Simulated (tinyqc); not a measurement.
Extended Hueckel theory, for BH-, step by step. The parameters take no account of the charge, which enters only through the electron count, and nothing here shows that the anion is bound. One step of it, computed by the program tinyqc.

Problem. Wolfsberg-Helmholz matrix. H_ij = K' S_ij (H_ii + H_jj)/2 for i != j (the diagonal keeps H_ii), with K' = 2.

overlap S, order 1B 2s, 1B 2px, 1B 2py, 1B 2pz, 2H 1s:
```
[[1.000000, 0.000000, 0.000000, 0.000000, 0.519468],
 [0.000000, 1.000000, 0.000000, 0.000000, 0.000000],
 [0.000000, 0.000000, 1.000000, 0.000000, 0.000000],
 [0.000000, 0.000000, 0.000000, 1.000000, 0.550063],
 [0.519468, 0.000000, 0.000000, 0.550063, 1.000000]]
```

diagonal H_ii (eV): [-15.200000, -8.500000, -8.500000, -8.500000, -13.600000]

K = 2.000000

Give: H.

Solution.

H (eV), order 1B 2s, 1B 2px, 1B 2py, 1B 2pz, 2H 1s:
```
[[-15.2000, 0.0000, 0.0000, 0.0000, -14.9607],
 [0.0000, -8.5000, 0.0000, 0.0000, 0.0000],
 [0.0000, 0.0000, -8.5000, 0.0000, 0.0000],
 [0.0000, 0.0000, 0.0000, -8.5000, -12.1564],
 [-14.9607, 0.0000, 0.0000, -12.1564, -13.6000]]
```
